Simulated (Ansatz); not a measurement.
Reaction (isomerisation): `C1CC2=C1CC2` → `CC1C=CC=C1`

Gas-phase electronic energies from Ansatz, PBE0-D4/def2-TZVP geometries. CCSD(T)/CBS adds triple-zeta CCSD(T) − MP2 to the extrapolated MP2 energy (def2 sets, frozen cores). Functionals use def2-TZVPP.

```csv
level,ΔE (kJ/mol),difference from CCSD(T)/CBS
r2SCAN-D4,-272.6,-1.5
PBE0-D4,-256.9,14.2
B2PLYP,-275.2,-4.1
PBE,-249.6,21.5
r2SCANh,-271.1,0.0
r2SCAN0,-270.0,1.1
CCSD(T)/def2-SVP,-273.2,-2.1
SCS-MP2/def2-TZVPP,-267.3,3.8
CCSD/def2-TZVPP,-270.3,0.8
CCSD/CBS(def2),-271.6,-0.5
CCSD(T)/CBS,-271.1,0
```

Largest T1 diagnostic among the species: 0.011.

From BLYP to BHLYP (50 % exact exchange), in def2-TZVPP and without D4, ΔE moves by −9.9 kJ/mol. The D4 term adds −5.7 kJ/mol with B3LYP and −3.0 kJ/mol with PBE0; it sums over pairs of atoms, weighted by their polarisabilities, and B3LYP, whose exchange is more repulsive, gets the larger term. In def2-TZVPP, CCSD(T) changes the Hartree–Fock value by +24.1 kJ/mol (the triples alone add +0.6 kJ/mol) and MP2 by +25.2 kJ/mol.

B3LYP here is the variant with VWN-RPA as its local correlation; programs differ in this.
